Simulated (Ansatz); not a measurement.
Species, as SMILES: Cl (HCl).
Atoms: Cl1, H2. Bonds: Cl1-H2.

Basis-set convergence of the optimised Cl1-H2 bond length at MP2 with Ansatz (a program for electronic structure). The reference of a correlated method is not its basis-set limit, which lies further on. Cartesian d functions, on some or all atoms, in 6-31G*, 6-31+G*, 6-311G**, 6-311+G**; all else is spherical. Cores are frozen. No added dispersion term, no relativity. Reference: the value in aug-cc-pV(5+d)Z, 1.2718 Å, itself unsure by roughly 0.0002 Å (its mean distance from pcseg-4, aug-pcseg-3, aug-cc-pV(Q+d)Z). Deviations are taken from unrounded values.

```csv
basis,functions,optimised Cl1-H2 bond length (Å)
6-31G*,21,1.2801
6-31+G*,25,1.2810
def2-SVP,23,1.2755
def2-SVPD,35,1.2823
pcseg-1,23,1.2826
aug-pcseg-1,36,1.2847
cc-pV(D+d)Z,28,1.2803
aug-cc-pV(D+d)Z,41,1.2832
6-311G**,33,1.2741
6-311+G**,37,1.2736
def2-TZVP,43,1.2749
def2-TZVPD,55,1.2767
pcseg-2,48,1.2692
aug-pcseg-2,73,1.2720
cc-pV(T+d)Z,53,1.2710
aug-cc-pV(T+d)Z,78,1.2723
def2-TZVPP,56,1.2698
def2-TZVPPD,68,1.2710
cc-pV(Q+d)Z,94,1.2714
aug-cc-pV(Q+d)Z,135,1.2720
pcseg-3,97,1.2711
aug-pcseg-3,138,1.2715
def2-QZVPP,100,1.2715
def2-QZVPPD,112,1.2716
cc-pV(5+d)Z,155,1.2714
aug-cc-pV(5+d)Z,216,1.2718
```

What the diffuse functions change, pair by pair:
- 6-31G* to 6-31+G*: 4 more functions, deviation 0.0083 to 0.0093 Å
- def2-SVP to def2-SVPD: 12 more functions, deviation 0.0038 to 0.0106 Å
- pcseg-1 to aug-pcseg-1: 13 more functions, deviation 0.0108 to 0.0129 Å
- cc-pV(D+d)Z to aug-cc-pV(D+d)Z: 13 more functions, deviation 0.0086 to 0.0114 Å
- 6-311G** to 6-311+G**: 4 more functions, deviation 0.0023 to 0.0019 Å
- def2-TZVP to def2-TZVPD: 12 more functions, deviation 0.0032 to 0.0049 Å
- pcseg-2 to aug-pcseg-2: 25 more functions, deviation -0.0025 to 0.0002 Å
- cc-pV(T+d)Z to aug-cc-pV(T+d)Z: 25 more functions, deviation -0.0008 to 0.0006 Å
- def2-TZVPP to def2-TZVPPD: 12 more functions, deviation -0.0019 to -0.0007 Å
- cc-pV(Q+d)Z to aug-cc-pV(Q+d)Z: 41 more functions, deviation -0.0003 to 0.0003 Å
- pcseg-3 to aug-pcseg-3: 41 more functions, deviation -0.0006 to -0.0003 Å
- def2-QZVPP to def2-QZVPPD: 12 more functions, deviation -0.0003 to -0.0001 Å
- cc-pV(5+d)Z to aug-cc-pV(5+d)Z: 61 more functions, deviation -0.0003 to 0.0000 Å

Leaving out the reference's own pair, they bring the value nearer the reference by more than 0.0002 Å in 4 of 12 pairs.
